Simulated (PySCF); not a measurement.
## NaH and its ions

PBE; PySCF, no relativity, basis sets Na pcseg-2, H pcseg-2. Neutral (UKS): singlet (closed shell), Re = 1.898 Å, ωe = 1137 cm⁻¹, De = 1.83 eV, HOMO -4.23 eV, LUMO -1.83 eV.

NaH⁺ (UKS): doublet (σ ↑), Re = 2.593 Å, ωe = 343 cm⁻¹, De = 0.09 eV to Na⁺ + H. The energies at the minima are -162.73710 hartree for NaH and -162.47629 for NaH⁺.

**Question.** Work out the adiabatic ionisation energy, without and with harmonic zero-point energies (1 hartree = 27.2114 eV, 1 eV = 8065.5 cm⁻¹), and the change of the bond length.

**Answer.** At PBE: 0.26081 hartree = 7.097 eV between the minima; the zero-point term (343.0 − 1137.0)/2 cm⁻¹ = -0.049 eV makes it 7.048 eV. Re changes by +69.5 pm against the neutral. Minus the HOMO energy is 4.23 eV, -2.87 eV from the value between the minima; self-interaction puts the Kohn–Sham level too high, less so with exact exchange. The electron leaves a σ orbital, and the ion is left as a loose complex of an ion and an atom.

Weak bonds: NaH⁺. Basis-set superposition, not corrected here, can be much of De in a small basis, most of all at correlated wavefunction levels. For an ion De counts to the pair picked by the measured ionisation energies or electron affinities, which need not be the lowest pair at this level. States were picked by a PBE0 search and need not be the measured ground states.
